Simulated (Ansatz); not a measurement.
**C3H7NO2: up Jacob's ladder to CCSD(T)**

The task here is to estimate one member of a computed series from the others.

Computed with Ansatz 0.2.0, Gaussian basis. Level: functionals in def2-TZVPP, the program's frozen cores in correlated methods.

The runs, in order: PBE-D4, r2SCAN-D4, PBE0-D4, B3LYP-D4, ωB97X-V, ωB97M-V, B2PLYP; CCSD(T)/def2-TZVPP; MP2/def2-QZVPP; extrapolation to the limit.

### The geometry

The geometry comes from an earlier relaxation with PBE0-D4 in a triple-zeta def2 set; it is a stationary point, not always the lowest conformer.

SMILES `COC(O)C=N`, 13 atoms, charge 0, spin multiplicity 1.

Atoms are counted from 1 here; the program's logs count them from 0.

Bond lengths: C1–O2 1.409 Å, C1–H7 1.093 Å, C1–H8 1.089 Å, C1–H9 1.098 Å, O2–C3 1.399 Å, C3–O4 1.380 Å, C3–C5 1.509 Å, C3–H10 1.104 Å, O4–H11 0.972 Å, C5–N6 1.259 Å, C5–H12 1.094 Å, N6–H13 1.017 Å. Angles: O2–C1–H7 111.3°, O2–C1–H8 107.1°, O2–C1–H9 110.9°, H7–C1–H8 109.5°, H7–C1–H9 108.9°, H8–C1–H9 109.1°, C1–O2–C3 112.9°, O2–C3–O4 113.7°, O2–C3–C5 104.9°, O2–C3–H10 108.8°, O4–C3–C5 111.4°, O4–C3–H10 107.9°, C5–C3–H10 110.0°, C3–O4–H11 106.0°, C3–C5–N6 118.4°, C3–C5–H12 116.2°, N6–C5–H12 125.4°, C5–N6–H13 112.8°.

The first run:

Contents of in.yaml:

```yaml
crystal:
  periodic: [false, false, false]
  atoms:
    - {symbol: C, position_ang: [0.252262, -1.313563, 1.615085]}
    - {symbol: O, position_ang: [-0.474141, -0.414702, 0.808931]}
    - {symbol: C, position_ang: [0.327172, 0.248885, -0.126252]}
    - {symbol: O, position_ang: [0.891947, -0.588726, -1.065970]}
    - {symbol: C, position_ang: [-0.586803, 1.261978, -0.771375]}
    - {symbol: N, position_ang: [-0.740166, 1.221619, -2.020181]}
    - {symbol: H, position_ang: [0.700153, -2.111165, 1.016027]}
    - {symbol: H, position_ang: [-0.451037, -1.744494, 2.326889]}
    - {symbol: H, position_ang: [1.046888, -0.792454, 2.166187]}
    - {symbol: H, position_ang: [1.146065, 0.763347, 0.406780]}
    - {symbol: H, position_ang: [0.395036, -0.442929, -1.888372]}
    - {symbol: H, position_ang: [-1.090612, 1.957064, -0.093795]}
    - {symbol: H, position_ang: [-1.396362, 1.920540, -2.359153]}
basis:
  gaussian: {orbitals: def2-TZVPP}
hamiltonian: {xc: pbe, dispersion: d4}
output: {forces: true, orbitals: {seedname: orbitals}}
```

On the command line:

```sh
ansatz run in.yaml --threads 4 --pin off --events-out ev --progress --plain --max-ram 10444MiB
```

Among the steps run: PBE-D4 (GGA); r2SCAN-D4 (meta-GGA); PBE0-D4 (hybrid); B3LYP-D4 (hybrid); ωB97X-V (range-separated); ωB97M-V (range-separated); B2PLYP (double hybrid); CCSD(T) in def2-TZVPP; MP2 in def2-QZVPP.

One of the session's tables, all rows but one given; the rest of the session is left out.

It belongs to the step «Atomisation energies». 

| method | atomisation energy (eV) |
| --- | --- |
| PBE-D4 | 55.097 |
| r2SCAN-D4 | 53.367 |
| PBE0-D4 | 53.578 |
| B3LYP-D4 | 53.384 |
| ωB97X-V | 53.474 |
| ωB97M-V | 53.565 |
| B2PLYP | 52.816 |
| HF/def2-TZVPP | 36.607 |
| MP2/def2-TZVPP | 52.972 |
| CCSD/def2-TZVPP | 50.870 |
| CCSD(T)/def2-TZVPP | 51.842 |
| MP2/CBS | ? |
| CCSD(T)/CBS | 53.339 |

Q: Estimate the row for MP2/CBS from the others.

As computed: atomisation energy (eV): 54.469. In the column «atomisation energy (eV)» it lies between PBE0-D4 (53.578) and PBE-D4 (55.097).
